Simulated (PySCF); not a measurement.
# A diatomic session: PN

One table from this session's results is given with a row withheld; the runs are named, their logs left out.

Program: PySCF 2.14.0. Level of theory: P aug-pcseg-1, N aug-pcseg-1, no relativity. These are calculated values, not measurements.

Set-up of the first run:

A driver script around PySCF takes these settings:

```json
{
  "atoms": "P, N",
  "charge": "0",
  "basis": "P aug-pcseg-1, N aug-pcseg-1",
  "Hamiltonian": "no relativity",
  "basis functions": "50",
  "electrons treated": "22",
  "masses in u": "30.9738, 14.0031",
  "levels": "PBE0, PBE, r²SCAN, BLYP, BP86, revPBE, HF, MP2, SCS-MP2, CCSD, CCSD(T)",
  "grid": "80 radial by 434 angular points",
  "occupations": "held fixed by the projection of orbital angular momentum",
  "dissociation limit": "P + N, each in its ground configuration",
  "starting distance in angstrom": "1.720",
  "values of 2S to try": "0, 2, 4"
}
```

Command:

```bash
> OMP_NUM_THREADS=1 python dia.py task.json out
```

Among the steps run: The job; PBE0 along the bond; Other states along the same grid; PBE; r²SCAN; BLYP (GGA); BP86 (GGA); revPBE; RHF (mean field); MP2 and coupled cluster.

One table of the session follows, with a row left open; its other results are not shown here.

It belongs to the step «The curves together». Energy (eV) from each level's lowest point:

```
R (Å)    RHF  RHF-MP2  RHF-SCS-MP2  RHF-CCSD  RHF-CCSD(T)
1.284  1.841    2.770        2.698       n/a          n/a
1.344  0.701    1.402        1.343     1.143        1.244
1.403  0.137    0.581        0.537     0.392        0.457
1.448  0.000    0.231        0.200     0.106        0.140
1.493  0.051    0.051        0.035     0.000        0.001
1.538  0.248    0.000        0.000     0.034        0.000
1.597      ?        ?            ?         ?            ?
1.672  1.420    0.316        0.376     0.683        0.527
1.762  2.473    0.707        0.815     1.363        1.115
1.881  4.010    1.247        1.431       n/a          n/a
```

Q: Estimate the row for R (Å) = 1.597 from the others.

Worked estimate for «RHF». A straight line through the neighbours (1.538, 0.248) and (1.672, 1.420) gives 0.248 + (1.420 − 0.248) × (1.597 − 1.538) / (1.672 − 1.538) = 0.764; a parabola fitted to 4 rows on both sides gives 0.701.

As computed: RHF: 0.683; RHF-MP2: 0.075; RHF-SCS-MP2: 0.100; RHF-CCSD: 0.243; RHF-CCSD(T): 0.157. In «RHF» the line misses by +0.081 and the parabola by +0.018.
